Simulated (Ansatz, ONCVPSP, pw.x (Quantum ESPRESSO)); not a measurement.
## pw.x on bcc Ru: one setting changed

Potential: optimised norm-conserving Vanderbilt (ONCV), ONCVPSP 4.0.1.1 (patched build), PBEsol; core [Ar] 3d10, reference 4s2 4p6 4d7 5s1; waves: 4s+5s: rc 2.18 bohr, ncon 3, nbas 6, qcut 7.6 1/bohr, 2 projectors; 4p: rc 2.44 bohr, ncon 4, nbas 7, qcut 6.7 1/bohr, 2 projectors, debl 1.3 Ha; 4d: rc 1.86 bohr, ncon 4, nbas 7, qcut 6.8 1/bohr, local; local part: the d channel; core correction: Teter function, fcfact 2.5, rcfact 1.35. In the p channel the program set the typed energies aside and used -1.704, 0.250 Ha.

The reference run (k-mesh 15³, cutoffs 55/220 Ry, Fermi–Dirac 0.01 Ry, mixing_beta 0.4, conv_thr 1e-9, no spin) gives 2.25 GPa at 13.768 Å³/atom, where all-electron LAPW gives 0.38 GPa. This run, with its own iteration cap, changes mixing_ndim to 16.

```
&control
  calculation='scf', prefix='x', pseudo_dir='./', outdir='./tmp', tstress=.true., disk_io='none'
/
&system
  ibrav=0, nat=1, ntyp=1, ecutwfc=55, ecutrho=220, nbnd=16,
  occupations='smearing', smearing='fd', degauss=0.01
/
&electrons
  conv_thr=1e-09, mixing_beta=0.4, electron_maxstep=50, mixing_ndim=16
/
ATOMIC_SPECIES
Ru 1.0 Ru.UPF
CELL_PARAMETERS angstrom
  -1.50986096 1.50986096 1.50986096
  1.50986096 -1.50986096 1.50986096
  1.50986096 1.50986096 -1.50986096
ATOMIC_POSITIONS crystal
Ru 0.0000 0.0000 0.0000
K_POINTS automatic
15 15 15 0 0 0
```

```bash
pw.x < Ru.scf.in > Ru.scf.out
```

How does the run end?

It converges in 8 iterations; the free energy moves by +0.0 meV/atom and the pressure by +0.00 GPa. The result is that of the reference run.

```
Message from routine setup:
     using ibrav=0 with symmetry is DISCOURAGED, use correct ibrav instead
     lattice parameter (alat)  =       4.9419  a.u.
     unit-cell volume          =      92.9111 (a.u.)^3
     number of electrons       =        16.00
     number of Kohn-Sham states=           16
     kinetic-energy cutoff     =      55.0000  Ry
     charge density cutoff     =     220.0000  Ry
     scf convergence threshold =      1.0E-09
     Exchange-correlation= PBESOL
     number of k points=   120  Fermi-Dirac smearing, width (Ry)=  0.0100
     iteration #  1     ecut=    55.00 Ry     beta= 0.40
     total energy              =    -194.87933998 Ry
     estimated scf accuracy    <       0.12442238 Ry
     iteration #  2     ecut=    55.00 Ry     beta= 0.40
     total energy              =    -194.89549214 Ry
     estimated scf accuracy    <       0.00450175 Ry
     iteration #  3     ecut=    55.00 Ry     beta= 0.40
     total energy              =    -194.89564228 Ry
     estimated scf accuracy    <       0.00077575 Ry
     [... 2 iterations left out ...]
     iteration #  6     ecut=    55.00 Ry     beta= 0.40
     total energy              =    -194.89570795 Ry
     estimated scf accuracy    <       0.00000068 Ry
     iteration #  7     ecut=    55.00 Ry     beta= 0.40
     total energy              =    -194.89570796 Ry
     estimated scf accuracy    <       0.00000006 Ry
     iteration #  8     ecut=    55.00 Ry     beta= 0.40
     the Fermi energy is    23.2614 ev
!    total energy              =    -194.89570797 Ry
     estimated scf accuracy    <          8.1E-10 Ry
     smearing contrib. (-TS)   =      -0.00824253 Ry
     The total energy is F=E-TS. E is the sum of the following terms:
     one-electron contribution =     -35.20198323 Ry
     hartree contribution      =      29.18615826 Ry
     xc contribution           =     -25.61003511 Ry
     ewald contribution        =    -163.26160535 Ry
     convergence has been achieved in   8 iterations
          total   stress  (Ry/bohr**3)                   (kbar)     P=       22.45
     Message from routine punch:
     Nothing written, as per user request (disk_io='none')
```

The run took about 7.3 s on one core of a shared host (AMD EPYC 9R45 96-Core Processor, 96 threads, 376 GiB, load 68).
